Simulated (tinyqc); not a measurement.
Orbital energy against energy difference: ionisation energy by orbital energies and by energy differences in the 6-31g* basis, for CO, spin multiplicity 1. Computed by the program tinyqc with PySCF. The cation is unrestricted; errors are against CCSD(T) in this basis, not against experiment.

Geometry (angstrom):
```
atom,x,y,z
C,0.0000,0.0000,0.0000
O,0.0000,0.0000,1.0220
```

CCSD(T) difference in the same basis = 13.3441 eV

IP-EOM-CCSD = 13.5008 eV

First vertical ionisation energy (eV):
```
method,-e(HOMO),E(cation) - E,error of -e(HOMO),error of the difference
HF,14.488,12.72748,1.144,-0.617
LDA,8.255,13.68803,-5.090,0.344
PBE,8.217,13.46748,-5.128,0.123
PBE0,10.032,13.61511,-3.312,0.271
CAM-B3LYP,11.596,13.83597,-1.748,0.492
LC-wPBE,13.151,13.74405,-0.194,0.400
```

Estimate the missing row, method = B3LYP.

Computed row:
```
method  -e(HOMO)  E(cation) - E  error of -e(HOMO)  error of the difference
B3LYP      9.731       13.77468             -3.613                    0.431
```

Koopmans errs by +1.14 eV and Delta-HF by -0.62 eV: relaxation, 1.76 eV, lowers the value and the missing correlation difference works against it. The PBE level is off by -5.1 eV through the wrong tail of its potential, though its energy difference is off by +0.12 eV; exact exchange deepens the level, and among the orbital energies LC-wPBE comes closest; among the differences PBE does.
